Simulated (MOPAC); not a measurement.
MOPAC input (PM7):

```
PM7 1SCF UHF MS=0.5 GEO-OK AUX(PRECISION=9) THREADS=1
AlCl2

Al   -0.00383302 1    0.77670458 1    0.02693831 1
Cl    1.82205043 1   -0.28761349 1   -0.02117671 1
Cl   -1.81911930 1   -0.30633707 1    0.00057682 1
```

Task: What heat of formation does the run end on, and which ionisation energy by Koopmans theorem?

Result: -48.77 kcal/mol; 11.02 eV.
